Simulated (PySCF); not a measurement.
# C₂H₃NO₂: electronic excitations and core binding energies

Wanted: the electronic excitations and core binding energies of C₂H₃NO₂ (`[H]/N=C\C(=O)O`), by calculation.

The runs use PySCF 2.14.0, with density-fitted response routines of our own; the level of theory stands in each step. All values are computed, except where a source is named. Atoms are numbered from 0 throughout.

## Step 1: The starting structure

8 atoms, charge 0, multiplicity 1; geometry from: GFN2-xTB.

Bonds of the start (Å): N0–C1 1.25, C1–C2 1.50, C2–O3 1.20, C2–O4 1.33, N0–H5 1.02, C1–H6 1.08, O4–H7 0.97.

## Step 2: TDDFT and polarisability: wB97X-D/def2-SVPD

Job settings and geometry (Å):

```
{"job": {"kind": "uv", "xc": "wB97X-D", "basis": "def2-SVPD", "nstates": 8, "ntriplets": 3}, "charge": 0, "multiplicity": 1}
N     -1.798737     0.544223     0.132770
C     -0.853764    -0.141740    -0.318284
C      0.575438     0.012695     0.125943
O      0.930103     0.814790     0.950700
O      1.397955    -0.833329    -0.492315
H     -1.507956     1.226882     0.837315
H     -1.047642    -0.896729    -1.070671
H      2.313660    -0.717379    -0.190024
```

Method: TDDFT wB97X-D/def2-SVPD, vertical, gas phase, core orbitals frozen in the response.

The run is started by

```bash
> OMP_NUM_THREADS=1 python probes_run.py task.json out
```

The driver reads the jobs from task.json and runs them one after another.

**Question.** This job is followed by: delta-SCF UKS SCAN, pcX-2 on the ionised atom, pcseg-1 elsewhere, spin-free X2C. Predict these results of the whole session: lowest singlet (wB97X-D/def2-SVPD); brightest single state of those computed; lowest triplet; C1s binding energies, SCAN/pcX-2; O1s binding energies, SCAN/pcX-2; N1s binding energies, SCAN/pcX-2.

The runs gave:

```
                                quantity                        value
      lowest singlet (wB97X-D/def2-SVPD)  4.27 eV (291 nm), f = 0.002
brightest single state of those computed  state 4, 7.73 eV, f = 0.198
                          lowest triplet                      3.53 eV
        C1s binding energies, SCAN/pcX-2      C2 295.51, C1 292.93 eV
        O1s binding energies, SCAN/pcX-2      O4 540.73, O3 538.49 eV
        N1s binding energies, SCAN/pcX-2                 N0 405.61 eV
```

The lowest singlet, at 4.27 eV, is HOMO→LUMO 0.97 and is weak; of the 8 states computed, the strongest absorption comes from state 4 at 7.73 eV. The lowest triplet lies 0.74 eV below the lowest singlet (triplets in Tamm-Dancoff, singlets in full TDDFT). The C1s levels kept as sound span 2.58 eV, from C1 (C=N carbon) up to C2 (carboxylic acid carbon). The O1s levels kept as sound span 2.24 eV, from O3 (carbonyl oxygen) up to O4 (acid hydroxyl oxygen).
